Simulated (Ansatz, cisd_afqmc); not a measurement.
System: SiH2, charge 0, triplet. This triplet is an excited state, 0.9 eV above the singlet at CCSD(T)/cc-pV(5+d)Z (Ansatz, a first-principles code). SiH2 (SMILES [SiH2], triplet).
B3LYP-D3(BJ)/def2-TZVP minimum from Ansatz:
```
Si
H 1 1.4847
H 1 1.4847 2 118.45
```
Charge 0, spin multiplicity 3.

Total energies in cc-pV(D+d)Z, 6 correlated electrons, 5 frozen orbitals. Radicals and triplets start from unrestricted determinants; spin-orbit coupling is neglected. Correlated methods leave the cores frozen. No relativity. AFQMC is phaseless with a CISD trial state; ± is one standard error, without the phaseless bias. Outlying blocks are dropped, and bars are widened where a walk drifts. Over all cases where full CI ran beside it in this data, AFQMC minus full CI had a median of +0.1 mEh and passed +0.4 mEh in a tenth of the cases. Full CI freezes restricted core orbitals and the other rows unrestricted ones, which leaves a small offset even where coupled cluster is exact.

```csv
method,program,energy (Eh),error against FCI (mEh)
HF,Ansatz,-290.01477,97.27
MP2,Ansatz,-290.08726,24.79
CCSD,Ansatz,-290.10948,2.56
CCSD(T),Ansatz,-290.11139,0.66
CCSDT(Q),Ansatz,-290.11205,0.00
CCSDTQ,Ansatz,-290.11205,-0.01
AFQMC/CISD,cisd_afqmc,-290.1119 ± 0.0001,0.2 ± 0.1
FCI,Ansatz,-290.11204,0.00
```

Rough core times of Ansatz's runs on a shared machine: CCSD(T) under 20 s, CCSDT(Q) under 20 s, CCSDTQ 70 s, FCI under 20 s.
